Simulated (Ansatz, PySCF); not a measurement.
Gas-phase enthalpy of formation at 298 K, by the atomisation route, of C1CCC1 (SMILES; C4H8, cyclobutane). Geometries: B3LYP-D3(BJ)/def2-TZVP minima from Ansatz (a program for electronic structure), one conformer each, not searched for the lowest. Valence correlation only, unless marked. Open shells are spin-unrestricted. No spin-orbit coupling. Non-relativistic. CBS(X,Y): correlation extrapolated as X^-3; Hartree-Fock from the larger set. The bracket is a focal-point correction in the basis named. Thermal terms are rigid-rotor harmonic-oscillator values from B3LYP-D3(BJ) frequencies (PySCF) at 298.15 K and 1 atm. 1 Eh = 627.5095 kcal/mol.

```csv
species,count,"E, RI-MP2/CBS(cc-pVTZ,cc-pVQZ)+[CCSD(T)-MP2]/cc-pVTZ (Ansatz) (Eh)","E, PBE/def2-TZVPD (Ansatz) (Eh)",measured ΔHf at 0 K (kcal/mol),H(298) - H(0) of the element (kcal/mol)
C1CCC1,1,-156.99546,-157.04020,-,-
C atom,4,-37.79136,-37.79605,169.98,0.25
H atom,8,-0.49995,-0.49962,51.63,1.01
```

Molecule: zero-point energy 69.37, H(298) - H(0) 3.19 kcal/mol. The route leaves out scalar relativity and anharmonic zero-point terms, the atoms' spin-orbit terms, and in the frozen-core level the core correlation. Atomic data: G2/97 table in ASE.

Measured: 6.8 kcal/mol (G2/97 table in ASE (Curtiss et al.)). This is an older compilation, not checked against later work.

Q: Work out De, D0 and ΔHf at 0 and 298 K at both levels, and their errors against the measured value.

A: 
The atoms' values sum to 1092.96 (0 K) and 9.08 (thermal), in kcal/mol.
- RI-MP2/CBS(cc-pVTZ,cc-pVQZ)+[CCSD(T)-MP2]/cc-pVTZ: De = 1148.61; D0 = 1148.61 - 69.37 = 1079.24; ΔHf(0 K) = 1092.96 - 1079.24 = 13.72; ΔHf(298 K) = 13.72 + 3.19 - 9.08 = 7.83; error +1.0.
- PBE/def2-TZVPD: De = 1166.57; D0 = 1166.57 - 69.37 = 1097.20; ΔHf(0 K) = 1092.96 - 1097.20 = -4.24; ΔHf(298 K) = -4.24 + 3.19 - 9.08 = -10.13; error -16.9.
